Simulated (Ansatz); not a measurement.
# C2HNO2: one species, many methods

The task here is to estimate one member of a computed series from the others.

Computed with Ansatz 0.2.0, Gaussian basis. Level: functionals in def2-TZVPP, the program's frozen cores in correlated methods.

Plan: LDA (SPW92), PBE-D4, revPBE-D4, BLYP-D4, r2SCAN-D4, B97M-V, PBE0-D4, B3LYP-D4, r2SCANh-D4, r2SCAN0-D4, HSE06-D4, BHLYP-D4, CAM-B3LYP-D4, LC-ωPBE, ωB97X-V, ωB97M-V, B2PLYP, PBE-QIDH; CCSD(T)/def2-SVP; CCSD(T)/def2-TZVPP; MP2/def2-QZVPP; extrapolation to the limit; RPA on PBE.

## Structure used throughout

All runs share one geometry, relaxed beforehand with PBE0-D4 in a triple-zeta def2 set.

SMILES `N#COC=O`, 6 atoms, charge 0, spin multiplicity 1.

Atoms are counted from 1 here; the program's logs count them from 0.

Bond lengths: N1–C2 1.151 Å, C2–O3 1.298 Å, O3–C4 1.398 Å, C4–O5 1.175 Å, C4–H6 1.094 Å. Angles: N1–C2–O3 176.6°, C2–O3–C4 117.2°, O3–C4–O5 124.4°, O3–C4–H6 106.8°, O5–C4–H6 128.9°.

The first run:

in.yaml reads:

```yaml
crystal:
  periodic: [false, false, false]
  atoms:
    - {symbol: N, position_ang: [1.545559, -1.763287, 0.432201]}
    - {symbol: C, position_ang: [0.730781, -0.958539, 0.543472]}
    - {symbol: O, position_ang: [-0.194466, -0.071267, 0.743921]}
    - {symbol: C, position_ang: [-0.574173, 0.713953, -0.348374]}
    - {symbol: O, position_ang: [-0.111840, 0.620671, -1.424874]}
    - {symbol: H, position_ang: [-1.353762, 1.394469, 0.007454]}
basis:
  gaussian: {orbitals: def2-TZVPP}
hamiltonian: {xc: lda}
output: {orbitals: {seedname: orbitals}}
```

The run is started by

```console
$ ansatz run in.yaml --threads 2 --pin off --events-out ev --progress --plain --max-ram 4352MiB
```

Steps of the session up to this table: LDA; PBE-D4 (GGA); revPBE-D4 (GGA); BLYP-D4 (GGA); r2SCAN-D4 (meta-GGA); B97M-V (meta-GGA); B3LYP-D4 (hybrid); r2SCANh-D4 (hybrid); r2SCAN0-D4 (hybrid); HSE06-D4 (hybrid); BHLYP-D4 (hybrid); CAM-B3LYP-D4 (range-separated); LC-ωPBE (range-separated); ωB97X-V (range-separated); ωB97M-V (range-separated); B2PLYP (double hybrid); PBE-QIDH (double hybrid).

One table of the session follows, with a row left open; its other results are not shown here.

It belongs to the step «Orbital energies across the functionals». 

| functional | HOMO (eV) | LUMO (eV) | gap (eV) |
| --- | --- | --- | --- |
| LDA (SPW92) | -8.38 | -3.18 | 5.21 |
| PBE-D4 | -8.13 | -2.87 | 5.26 |
| revPBE-D4 | -8.04 | -2.76 | 5.28 |
| BLYP-D4 | -7.99 | -2.77 | 5.22 |
| r2SCAN-D4 | -8.41 | -2.65 | 5.75 |
| B97M-V | -8.39 | -2.51 | 5.88 |
| PBE0-D4 | -9.51 | -1.73 | 7.78 |
| B3LYP-D4 | -9.26 | -2.03 | 7.24 |
| r2SCANh-D4 | -8.93 | -2.23 | 6.70 |
| r2SCAN0-D4 | -9.71 | -1.59 | 8.12 |
| HSE06-D4 | -9.10 | -2.12 | 6.99 |
| BHLYP-D4 | -10.79 | -0.49 | 10.31 |
| CAM-B3LYP-D4 | -10.94 | -0.53 | 10.41 |
| LC-ωPBE | -12.33 | 0.78 | 13.12 |
| ωB97X-V | ? | ? | ? |
| ωB97M-V | -11.80 | 0.64 | 12.43 |

Estimate the missing values for ωB97X-V.

The run gave: HOMO (eV): -11.91; LUMO (eV): 0.72; gap (eV): 12.62. In the column «HOMO (eV)» it lies between LC-ωPBE (-12.33) and ωB97M-V (-11.80).
